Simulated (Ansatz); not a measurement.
The same path of CH6AlF (9 atoms, charge 0, multiplicity 1) was run twice with different band settings. Lost on the way: Al1–H2, F8–H9. Made: H2–H9.

Level of theory: RHF/def2-SVP in Ansatz 0.2.0.

Relaxed end points:

```xyz
9
Properties=species:S:1:pos:R:3
Al 0.043 -0.098 0.078
H 0.085 -0.607 1.593
C 1.713 -0.049 -0.971
H 1.973 -1.054 -1.324
H 1.629 0.585 -1.859
H 2.565 0.309 -0.384
H -1.368 -0.099 -0.646
F 0.001 1.932 0.816
H -0.067 1.979 1.723
```

```xyz
9
Properties=species:S:1:pos:R:3
Al -0.080 0.619 -0.523
H 0.247 -0.081 2.344
C 1.703 0.019 -1.045
H 1.761 -1.066 -1.164
H 1.991 0.466 -2.003
H 2.461 0.324 -0.317
H -1.406 -0.218 -0.630
F -0.254 2.176 0.029
H 0.151 0.660 2.335
```

Common settings: movable images 9; climbing image yes; spring 5.0 eV/Å²; optimiser quadratic models (default); start path through a guess of the saddle point; iteration limit 60; end points relaxed.

| run | force threshold |
| --- | --- |
| 1 | 0.05 eV/Å |
| 2 | 0.5 eV/Å |

Task: What does each run give, and how far can it be trusted?

Result: Run 1: converged after 16 iterations, highest image 0.459 eV above the first end. A vibrational analysis at the climbing image gives one clearly imaginary mode, 1403i cm⁻¹: a first-order saddle point.
Run 2: converged after 10 iterations, highest image 0.462 eV above the first end. The threshold of 0.5 eV/Å is loose, so the images may lie well off the minimum-energy path. The order of the stationary point at the top wasn't checked.
The orbitals stay closed-shell, which can raise the energy where a bond breaks towards radicals; this wasn't checked here.
